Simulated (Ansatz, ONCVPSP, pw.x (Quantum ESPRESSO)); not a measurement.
## platinum (fcc): variants of one ONCV potential in the solid

Pt (Z = 78), optimised norm-conserving Vanderbilt (ONCV), made with ONCVPSP 4.0.1.1 (patched build) (PBEsol, scalar-relativistic). Core [Kr] 4d10 4f14, reference 5s2 5p6 5d9 6s1. Waves: 5s+6s: rc 1.60 bohr, ncon 3, nbas 7, qcut 9.4 1/bohr, 2 projectors; 5p: rc 1.55 bohr, ncon 4, nbas 9, qcut 9.7 1/bohr, 3 projectors, debl 3 Ha; 5d: rc 2.25 bohr, ncon 4, nbas 9, qcut 6.6 1/bohr, 2 projectors, debl 2.2 Ha. Local part: polynomial inside 1.15 bohr (lpopt 3, dvloc0 3 Ha). Core correction: Teter function, fcfact 4.75, rcfact 1.15.

Crystal test: fcc Pt in pw.x 7.5, no spin, 14³ k-points, Fermi–Dirac smearing 0.01 Ry, cutoffs set for each file from its atomic test. The reference is all-electron LAPW (Ansatz 0.2.0) with the same functional, mesh and smearing; V0 and B0 come from Birch–Murnaghan fits to the pressures at five volumes. Errors are pseudo minus all-electron; Δ is the rms difference of the E(V) curves that follow from these fits, minima aligned, over ±6 % about the mean V0. Mesh and smearing are coarse, so the numbers serve the comparison and aren't converged zero-temperature values; the lattice is a test structure that the element need not adopt.

All-electron: a0 = 3.920 Å (V0 = 15.06 Å³/atom), B0 = 284.6 GPa.

2 further variants are left out: they gave no file fit for a test, a broken result, the same result as the base, or pressures whose basis-set error rivals the error shown.

| change | cutoffs (Ry) | pw.x | a0 (Å) | a0 error (%) | B0 error (%) | Δ (meV/atom) | mean pressure error (GPa) |
| --- | --- | --- | --- | --- | --- | --- | --- |
| base | 85/340 | converged | 3.910 | -0.26 | +1.1 | 7.4 | -2.25 |
| s: qcut 6.1; p: qcut 6.3; d: qcut 4.3 | 145/580 | converged | 3.914 | -0.15 | +0.8 | 4.3 | -1.31 |
| s: qcut 9.7; p: qcut 10; d: qcut 6.8 | 90/360 | converged | 3.910 | -0.26 | +1.0 | 7.4 | -2.24 |

Give the row for: s: qcut 8.2; p: qcut 8.5; d: qcut 5.8.

pw.x: converged; mean pressure error (GPa): -2.09; a0 (Å): 3.911; a0 error (%): -0.24; B0 error (%): +1.0; Δ (meV/atom): 6.9.
